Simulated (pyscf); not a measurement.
Structures and frequencies: ωB97X-D3(BJ)/def2-SVP in PySCF. MP2 and CC: frozen core, UHF for open shells. ΔMP2 is the change of the MP2 total energy from the triple- to the quadruple-zeta basis.

**Question.** For HO–SiH₂–F -> F–SiH: [singlet] + water (H₂O), a 1,1-elimination (singlet surface; O–Si, H–Si broken, H–O formed), PBE/def2-TZVP gives ΔE‡ = 3.19 eV and ΔE = +3.13 eV (zero: the reactant's lowest minimum found). In which direction and how far do B3LYP-D3(BJ)/def2-TZVP, ωB97M-D3(BJ)/def2-TZVP, CCSD(T)/def2-TZVPP + ΔMP2(QZVPP) move these?

**Answer.** B3LYP-D3(BJ): ΔE‡ = 3.59 eV, ΔE = +3.23 eV; ωB97M-D3(BJ): ΔE‡ = 3.66 eV, ΔE = +3.19 eV; CCSD(T): ΔE‡ = 3.74 eV, ΔE = +3.22 eV. PBE's barrier lies under all of them, by 0.40 to 0.55 eV. Its reaction energy lies under all of them, by 0.07 to 0.11 eV. Low barriers are usual for a GGA, whose delocalisation error favours stretched bonds. On the product side the descent ends in an adduct with a O–Si contact, 0.72 eV under the separated species and 1.09 eV under the saddle at ωB97X-D3(BJ)/def2-TZVP. What is counted as broken (O–Si) persists as a longer contact in the product adduct; parting that adduct is a step of its own. The same reactants have a lower exit, to O=SiH–F + H₂ (barrier +2.86 eV at ωB97M-D3(BJ), against +3.66 eV here). This is the saddle that the search found; another between the same sides may lie lower. The CCSD(T) − MP2 part came from Ansatz, without density fitting, on the same reference.
